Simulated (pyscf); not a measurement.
H₂B–CH₃ + NH₃ → H₂B–NH₂ + CH₄, a four-centre exchange (singlet surface; B–C, H–N broken, B–N, C–H formed). Structures and frequencies: ωB97X-D3(BJ)/def2-SVP in PySCF. Correlated levels are frozen-core, on RHF or UHF. ΔMP2 is the change of the MP2 total energy from the triple- to the quadruple-zeta basis. Energies in eV from the separated reactants.

Small-basis levels: PySCF, no dispersion term, spherical d functions. AM1 to PM7: differences of heats of formation from MOPAC. Cost: rough CPU time at the saddle relative to B3LYP/6-31G*, from one job on a shared machine.

```
level                             barrier  reaction energy        cost
--------------------------------  -------  ---------------  ----------
HF/STO-3G                               …            -1.90        0.03
SVWN5/6-31G*                        -0.33            -1.83         0.7
BP86/6-31G*                             …            -1.72           1
PBE/6-31G*                           0.31            -1.72           1
B3LYP/STO-3G                         0.28            -2.35         0.5
B3LYP/3-21G                          0.28            -2.22         0.7
PBE/def2-SVP                         0.14            -1.75           2
PM6                                  0.54            -1.48  under 0.02
PM7                                  1.00            -1.51  under 0.02
CCSD(T)/def2-TZVPP + ΔMP2(QZVPP)        …            -1.52           –
```

Problem. What belongs in the gaps?

Solution. 
- HF/STO-3G, barrier: 1.63
- BP86/6-31G*, barrier: 0.44
- CCSD(T)/def2-TZVPP + ΔMP2(QZVPP), barrier: 0.79

Against the last row the barrier runs from -1.13 (SVWN5/6-31G*) to +0.84 eV (HF/STO-3G); PM7 happens to lie closest here (0.21 eV apart). At SVWN5/6-31G* this geometry lies under one side, so the entry may be no barrier of that level: it is a single point on another level's saddle. CCSD(T)/def2-TZVPP + ΔMP2(QZVPP) has limits of its own. On the reactant side the descent ends in an adduct with a B–N contact, 1.07 eV under the separated species and 1.80 eV under the saddle at ωB97X-D3(BJ)/def2-TZVP. What is counted as formed (B–N) is already present as a longer contact in the reactant adduct; forming that adduct is a step of its own. The same reactants have a lower exit, to H₃C–BH–NH₂ + H₂ (barrier +0.44 eV at ωB97M-D3(BJ), against +0.69 eV here). One saddle was located; it need not be the lowest between these sides. The CCSD(T) − MP2 part came from Ansatz, without density fitting, on the same reference.
